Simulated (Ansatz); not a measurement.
## What each rung costs and misses: atomization of C2H3F, singlet

Geometry (MP2(full)/6-31G*, from the G2/97 set):

```xyz
6

C     0.0933    0.4598    0.0000
C     1.2853   -0.1230    0.0000
F    -1.0556   -0.2562    0.0000
H    -0.0931    1.5279    0.0000
H     1.3847   -1.2007    0.0000
H     2.1773    0.4884    0.0000
```

Measured, as an electronic atomization energy: 571.9 kcal/mol (G2/97 heats of formation of molecule and atoms, with zero-point and thermal terms from B3LYP taken off; Curtiss et al., J. Chem. Phys. 106, 1063 (1997), Staroverov et al., J. Chem. Phys. 119, 12129 (2003)). The measured value holds scalar relativity and spin–orbit coupling, which all computed ones lack, and core correlation, which the wave-function levels lack. Atoms are taken at the same level; beside RHF, RMP2 and RCC rows they are unrestricted. The atoms' steps beyond CCSDT(Q) are taken from restricted open-shell runs, which share full CI's core. Ansatz 0.2.0; the 6-31G* set has Cartesian d functions; a miss is computed less measured; times are wall times on shared hosts and scatter by a factor of two or so.

| level | basis | miss (kcal/mol) | time of the run | hardware |
| --- | --- | --- | --- | --- |
| RHF | cc-pVDZ | -164.7 | 0.57 s | 1 CPU thread |
| RMP2 | cc-pVDZ | -33.7 | – | – |
| RCCSD(T) | cc-pVDZ | -43.7 | 0.75 s | 1 CPU thread |
| RCCSDT(Q) | cc-pVDZ | -43.1 | 3.5 s | H100 + 5 CPU threads |
| RCCSDTQ | cc-pVDZ | -43.1 | 3.7 min | H100 + 5 CPU threads |
| RHF | cc-pVTZ | -154.8 | – | – |
| RMP2 | cc-pVTZ | -2.6 | – | – |
| RCCSD(T) | cc-pVTZ | -13.8 | 2 s | H100 + 5 CPU threads |
| RCCSDT(Q) | cc-pVTZ | -13.6 | 36 s | H100 + 5 CPU threads |
| RHF | cc-pVQZ | -153.9 | – | – |
| RMP2 | cc-pVQZ | 6.0 | – | – |
| RCCSD(T) | cc-pVQZ | -5.6 | 4.1 s | H100 + 5 CPU threads |

HF's time is that of a plain UHF run. A dash: the level came out of a higher level's run.

A composite of the best parts (restricted reference, at this geometry, which isn't the minimum of the high levels):

| part | kcal/mol |
| --- | --- |
| Hartree–Fock limit (T, Q; exp(−5.46 √X)) | 418.32 |
| CCSD(T) correlation limit (T, Q; X⁻³) | 153.57 |
| CCSDT − CCSD(T) (TZ) | -0.46 |
| (Q) (TZ) | 0.61 |
| CCSDTQ − CCSDT(Q) (DZ) | -0.04 |
| sum | 572.0 |
| sum less measured | 0.1 |
